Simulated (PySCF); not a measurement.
# Mg: ionisation energy

Mg [Ne] 3s2 (1S) → Mg+ [Ne] 3s1 (2S), as a difference of total energies. All numbers are calculated (PySCF 2.14, the non-relativistic Hamiltonian (point nucleus), in def2-TZVPPD (5s5p3d, 35 functions)). Correlated levels: valence: [Ne] frozen; valence and next inner shell: 1s2 frozen. The calculations carry no spin-orbit coupling.

| method | ionisation energy (eV) | error (eV) |
| --- | --- | --- |
| UHF | 6.611 | -1.035 |
| LDA | 7.737 | +0.091 |
| PBE | 7.633 | -0.013 |
| PBE0 | 7.558 | -0.088 |
| r2SCAN | 7.366 | -0.280 |
| r2SCANh | 7.376 | -0.270 |
| B97-3 | 7.699 | +0.053 |
| wB97M-V | 7.681 | +0.035 |
| M06 | 7.570 | -0.076 |
| MP2 (valence) | 7.205 | -0.441 |
| SCS-MP2 (valence) | 7.324 | -0.322 |
| MP2 (valence and next inner shell) | 7.301 | -0.345 |
| SCS-MP2 (valence and next inner shell) | 7.397 | -0.249 |

Reference: 7.646 eV (measured; NIST Atomic Spectra Database, ionization energies).

Errors of the correlated levels include the incompleteness of this basis and the frozen core.

MP2 underrates the near-degeneracy of ns² with np² in the lower species.
